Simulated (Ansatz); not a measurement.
Ideal-gas functions of C3H3, SMILES `[CH]1C=C1` radical at 600 K and 1 bar, from an Ansatz frequency run at PBE0-D4/def2-TZVP.

Molar mass 39.06 g/mol, point group Cs (symmetry number 1), electronic degeneracy 2, moments of inertia 15.719, 18.728, 33.488 u Å². Harmonic wavenumbers (cm⁻¹, unscaled): 622, 722, 893, 919, 977, 989, 1042, 1262, 1684, 3091, 3262, 3308.

Use S(trans) = R[1.5 ln M + 2.5 ln T − 1.1517]; rotational temperatures θ = 24.2544 K / I; S(rot) = R[ln(√π/σ · √(T³/θAθBθC)) + 1.5]; for each mode x = 1.438777 ν̃/T, S = R[x/(eˣ − 1) − ln(1 − e⁻ˣ)] and H = RT x/(eˣ − 1); 1 cm⁻¹ = 0.0119627 kJ/mol; R = 8.31446 J/(mol·K).

Q: By hand: the entropy, in J/(mol·K).

A: Translation 169.1. Rotation: θ = 1.543, 1.2951, 0.7243 K, giving 95.5. Vibration, mode by mode: 5.72, 4.72, 3.41, 3.25, 2.91, 2.84, 2.57, 1.70, 0.75, 0.04, 0.03, 0.03, in all 28.0. Electronic 5.8. Sum 298.4 J/(mol·K).

Q: By hand: H − E and G − E in kJ/mol, counted from the electronic energy.

A: Zero-point energy ½ × 18771 × 0.0119627 = 112.3; thermal vibration 11.6; translation, rotation and pV give 4 RT = 20.0. H − E = 143.9 kJ/mol, and G − E = 143.9 − 600 × 298.4/1000 = -35.1 kJ/mol.

Vibration gives 9 % of the entropy.
